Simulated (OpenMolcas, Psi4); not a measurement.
How methods differ on C2H4S (thiirane)

C2H4S: 7 atoms, total charge 0, spin state singlet. SMILES: `C1CS1`. The shape is that of a PBE0-D4/def2-TZVP optimisation.

Each level gives the dipole moment (D). The values are calculated.

Measured value to compare with: NIST CCCBDB gives the dipole moment of the gas as 1.85 D.

```tsv
level	kind	program	value (D)	computed − measured
SVWN5/aug-cc-pVDZ	LDA	OpenMolcas	1.87	+0.02
BLYP/aug-cc-pVDZ	GGA	OpenMolcas	1.85	0.00
M06-L/aug-cc-pVDZ	meta-GGA	OpenMolcas	1.97	+0.12
TPSS/aug-cc-pVDZ	meta-GGA	OpenMolcas	1.94	+0.09
r2SCAN/aug-cc-pVDZ	meta-GGA	OpenMolcas	1.97	+0.12
M06-2X/aug-cc-pVDZ	hybrid meta-GGA	OpenMolcas	1.90	+0.05
TPSSh/aug-cc-pVDZ	hybrid meta-GGA	Psi4	1.97	+0.12
HSE06/aug-cc-pVDZ	range-separated hybrid	Psi4	1.95	+0.10
```

Nearest: BLYP/aug-cc-pVDZ (0.00 D); farthest: r2SCAN/aug-cc-pVDZ (+0.12 D). The measured dipole is a vibrational average, so differences of a few hundredths of a debye mean little. Computed less measured by kind, in D (aug-cc-pVDZ rows): LDA +0.02; GGA +0.00; meta-GGA +0.09 to +0.12; global hybrid +0.05 to +0.12; range-separated hybrid +0.10. Magnitudes only.
